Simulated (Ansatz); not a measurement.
Computed with Ansatz.

Basis-set series for C4H4F2, SMILES `C=C/C(F)=C\F`. Charge 0, multiplicity 1. The structure was optimised at the PBE0-D4/def2-TZVP level. It is one conformer, not always the lowest.

```csv
functional,basis,functions,energy (Eh),HOMO (eV),LUMO (eV)
PBE0-D4,def2-TZVPP,242,-354.23317,-6.88,-1.15
PBE0-D4,def2-QZVPP,462,-354.25155,-6.91,-1.21
ωB97M-V,def2-TZVPP,242,-354.49229,-8.98,0.92
ωB97M-V,def2-QZVPP,462,-354.50963,-9.01,0.82
```

Q: Give the rows for def2-SVP. (Best estimate.)

A: The calculation gave: 
```json
{"functional": "PBE0-D4", "basis": "def2-SVP", "functions": "104", "energy (Eh)": "-353.82014", "HOMO (eV)": "-6.78", "LUMO (eV)": "-0.98"}
{"functional": "ωB97M-V", "basis": "def2-SVP", "functions": "104", "energy (Eh)": "-354.06626", "HOMO (eV)": "-8.87", "LUMO (eV)": "1.17"}
```

Positive LUMOs are unbound and depend on the basis.
